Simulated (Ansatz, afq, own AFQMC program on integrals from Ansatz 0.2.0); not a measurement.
AlBH$_{2}$, singlet: AFQMC among the cluster methods

```xyz
4

B     0.0000    0.0000    2.1361
Al    0.0000    0.0000   -0.7389
H     0.0000   -1.3671   -1.5656
H     0.0000    1.3671   -1.5656
```

Connectivity, by distances: B ··· AlH2.

Basis cc-pVDZ. Noble-gas cores (and the filled d shells of Ga–Kr and In–Xe) are frozen. AFQMC by an in-house program on the Cholesky factors that Ansatz 0.2.0 writes for its CCSD(T) run. ph-AFQMC/CISD is guided by a CISD state made of CCSD amplitudes; releasing the constraint for a short imaginary time cuts its bias at the price of noise, slowly where states lie close. Uncertainties: one standard error, sampling alone.

Determinant: RHF, the one that the program's search chose, which needn't be the lowest solution. The geometry is a point of a scan.

No full CI on the walks' own integrals is used here; CCSDT(Q) serves as the reference and is uncertain by about the last step of the cluster series.

Cautions: higher spins were not checked; restricted determinant unstable towards unrestricted (UHF 245 meV lower, ⟨S²⟩ 0.66).

The T1 diagnostic is 0.0168 and the weight of the determinant in the CISD state is 0.847. The size of the correlated space is 8 electrons in 36 orbitals.

Reference: CCSDT(Q), correlation energy -4.689 eV. The released energy is read at 2.40 1/Eh (meV from the phaseless value at times in 1/Eh: -3 ± 8 at 0.24, -2 ± 9 at 0.51, -19 ± 11 at 0.99, -17 ± 17 at 1.62, -29 ± 13 at 2.40).

```tsv
level	E − E(reference) (kJ/mol)	share of correlation (%)
HF	452.5	0.00
MP2	138.7	69.36
CCSD	16.1	96.44
CCSD(T)	4.3	99.05
CCSDT	0.7	99.84
ph-AFQMC/CISD	2.2 ± 1.0	99.52
released AFQMC	-0.6 ± 1.3	100.13
```

A walk keeps the symmetry of its determinant, which the program's search chose and which needn't be the lowest solution, so a lower state of the same spin and another symmetry isn't excluded. Released energies are given only where the last usable release times agree within the noise; a slower fall can still hide under it.
